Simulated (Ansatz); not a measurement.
**Cost against result**

The pair of CH4O (SMILES CO, atoms 1–6) and SiH4 (SMILES [SiH4], atoms 7–11), both closed shells, in one local arrangement (a lower one may exist), relaxed at PBE0-D4/def2-TZVP:

```
atom    x (Å)    y (Å)    z (Å)
  C1   0.1692  -0.3255  -1.7572
  O2  -0.8397   0.2459  -0.9527
  H3   0.1840  -1.3935  -1.5384
  H4   1.1610   0.0844  -1.5314
  H5  -0.0345  -0.1958  -2.8264
  H6  -0.8756   1.1887  -1.1287
 Si7   0.0360   0.0780   1.9268
  H8  -0.0677  -1.2996   1.3891
  H9  -1.2765   0.7669   1.9020
 H10   1.0520   0.8575   1.1739
 H11   0.4916  -0.0068   3.3429
```

Interaction energies are counterpoise-corrected; the time is that of the whole pair.

Ansatz 0.2.0; basis: as named in each row; cores frozen in the correlated methods. B3LYP uses VWN-RPA correlation. Extrapolation: Hartree–Fock as exp(−7.88 √X), correlation as X^−2.97.

Times are rough, for one single point on 4 threads of a shared host (Intel Xeon 6975P-C).

The estimate by CCSD(T) at an estimated basis limit (MP2 extrapolated from triple and quadruple zeta, plus CCSD(T) − MP2 in triple zeta) is -0.105 eV.

```csv
method,basis,time (s),interaction energy (eV),method less estimate
HF,STO-3G,under 1,0.069,0.174
PBE-D4,STO-3G,under 1,-0.013,0.092
SPW92,def2-SVP,under 1,-0.177,-0.072
B3LYP-D4,6-31G,under 1,-0.076,0.029
PBE-D4,def2-SVP,under 1,-0.111,-0.006
PBE0-D4,def2-SVP,under 1,-0.110,-0.005
CCSD(T),def2-SVP,under 1,-0.044,0.062
PBE-D4,def2-TZVPPD,1,-0.109,-0.004
revPBE-D4,def2-TZVPPD,1,-0.097,0.008
BLYP-D4,def2-TZVPPD,1,-0.093,0.012
PBE0-D4,def2-TZVPPD,1,-0.104,0.001
B3LYP-D4,def2-TZVPPD,1,-0.100,0.005
wB97M-V,def2-SVP,1,-0.113,-0.008
HSE06-D4,def2-TZVPPD,1,-0.102,0.003
r2SCAN-D4,def2-TZVPPD,2,-0.109,-0.003
B2PLYP,def2-TZVPPD,2,-0.049,0.057
wB97X-V,def2-TZVPPD,3,-0.105,0.000
B97M-V,def2-TZVPPD,3,-0.113,-0.008
wB97M-V,def2-TZVPPD,3,-0.114,-0.009
MP2,def2-QZVPPD,10,-0.100,0.005
CCSD(T),def2-TZVPPD,24,-0.090,0.015
```

No T1 diagnostic of these runs exceeds 0.011.
